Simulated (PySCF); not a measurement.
C₃H₂FPS.
Numbering: `[F:1][c:2]1[cH:3][s:4][cH:5][p:6]1`

Probes without a nucleus sit at each ring's centroid and 1 Å off its mean plane on both sides; NICS is minus the shielding there, NICSzz its component along the normal. Level: GIAO PBE0/pcSseg-1 (PySCF, non-relativistic, gas phase) on the GFN2-xTB geometry, one conformer.

Ring bond lengths (Å), with Mayer bond orders in brackets: C2–C3 1.355 (1.58), C3–S4 1.709 (1.15), S4–C5 1.714 (1.18), C5–P6 1.703 (1.46), P6–C2 1.778 (1.11).

Q: Give the NICS values of each ring in ppm.

A: 
| ring | type | NICS(0) | NICS(1), two faces | NICS(1)zz, two faces | rms pucker (Å) | centre to ring atoms, mean (Å) |
| --- | --- | --- | --- | --- | --- | --- |
| C2–C3–S4–C5–P6 | 5-membered ring with P and S; formal bonds all aromatic | -12.8 | -11.1 / -11.1 | -24.9 / -24.9 | 0.00 | 1.40 |

Q: What can be read from them?

A: 
- C2–C3–S4–C5–P6: mean NICS(1)zz -24.9 ppm, shielded.

Q: How equal are the bonds by HOMA? Use HOMA with the parameters of Krygowski (1993).

A: 
- C2–C3–S4–C5–P6: HOMA 0.75; the largest term is that of P6–C2, α(R − Ropt)² = 0.77.

Q: What field does 1 T along the ring normal induce along that normal at the second NICS(1) probe listed for ring C2–C3–S4–C5–P6, 1 Å off the ring?

A: NICSzz × B0 = -24.9 ppm × 1 T = -25 μT, against the applied field.

Q: List the ring angles and the Hirshfeld charges of the ring atoms.

A: 
- C2–C3–S4–C5–P6: C2 119.2° (+0.008 e), C3 115.3° (-0.104 e), S4 95.0° (+0.139 e), C5 119.6° (-0.138 e), P6 91.0° (+0.068 e); sum 540.0° against 540° for a flat convex ring.

Q: How shielded are the nuclei of the rings and their hydrogens (means over atoms taken as equivalent)?

A: 
| atoms | environment | σ isotropic (ppm) |
| --- | --- | --- |
| C2 | aromatic C–F carbon | -9.5 |
| C3 | aromatic CH next to a ring sulfur | 61.1 |
| S4 | thiophene-type sulfur | 225.4 |
| C5 | aromatic CH next to a ring sulfur | 18.9 |
| P6 | phosphorus bonded to 2 C | 135.8 |
| H on C3 | aromatic hydrogen | 24.03 |
| H on C5 | aromatic hydrogen | 23.20 |

Time: 9.7 s of wall time; peak memory 0.59 GiB. Hardware: an Arm Neoverse V1 with one thread, shared host with 32 logical CPUs at a one-minute load of 14. This is the whole shielding run at PBE0/pcSseg-1, SCF included.
